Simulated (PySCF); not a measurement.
Broadened absorption spectrum of ethenone

Species: ethenone, C₂H₂O.
Atom-mapped SMILES: `[CH2:1]=[C:2]=[O:3]` (hydrogens: H4, H5 on C1)

Level of theory: TDDFT CAM-B3LYP/def2-SVPD, vertical, gas phase, core orbitals frozen in the response (PySCF 2.14.0, density-fitted response routines). Geometry: GFN2-xTB; no solvent, vibrations or thermal averaging.

Each state is given a Gaussian of 0.5 eV full width at half maximum, with ε(max) = 2.175×10⁸ f / Δν̃ (Δν̃ the width in cm⁻¹). The width is an assumption, not a result. The curve ends short of the highest state used, and states not computed would add to its high-energy end.

(E (eV), ε (L mol⁻¹ cm⁻¹)): (3.17, 0), (3.33, 0), (3.50, 0), (3.66, 0), (3.82, 0), (3.98, 0), (4.14, 0), (4.30, 0), (4.46, 0), (4.62, 0), (4.78, 0), (4.94, 0), (5.11, 0), (5.27, 0), (5.43, 0), (5.59, 1), (5.75, 8), (5.91, 72), (6.07, 353), (6.23, 978), (6.39, 1538), (6.55, 1370), (6.71, 692), (6.88, 181), (7.04, 48), (7.20, 203), (7.36, 1135), (7.52, 3660), (7.68, 6716), (7.84, 7019), (8.00, 4184), (8.16, 1426), (8.32, 287), (8.49, 126), (8.65, 548), (8.81, 1695)

(1) Where are the band maxima, and which computed states make them?

(2) Coming from long wavelengths, where does ε first pass 100 L mol⁻¹ cm⁻¹?

(3) On this curve, what absorbance would a 10⁻⁴ mol/L sample give at 193 nm over a 1 cm path?

Answers

(1) 193 nm (6.44 eV), ε about 1600, made up of S2 (100%); 159 nm (7.77 eV), ε about 7400, made up of S3 (93%) (ε in L mol⁻¹ cm⁻¹; maxima over ε = 5, shares over 10%). At its high-energy end, 8.81 eV, the curve is still rising (ε about 1700, from S6). The states used: S1 3.92 eV (f 0.0000); S2 6.44 eV (f 0.029); S3 7.77 eV (f 0.127); S4 7.85 eV (f 0.010); S5 8.57 eV (f 0.0000); S6 9.05 eV (f 0.059); S7 9.36 eV (f 0.0000); S8 9.41 eV (f 0.0000).

(2) At about 209 nm (5.94 eV), 2.02 eV above S1.

(3) 193 nm is 6.424 eV, where ε is about 1600 L mol⁻¹ cm⁻¹, so A = ε c l ≈ 0.16 (Beer–Lambert, with the gas-phase spectrum and the assumed width).
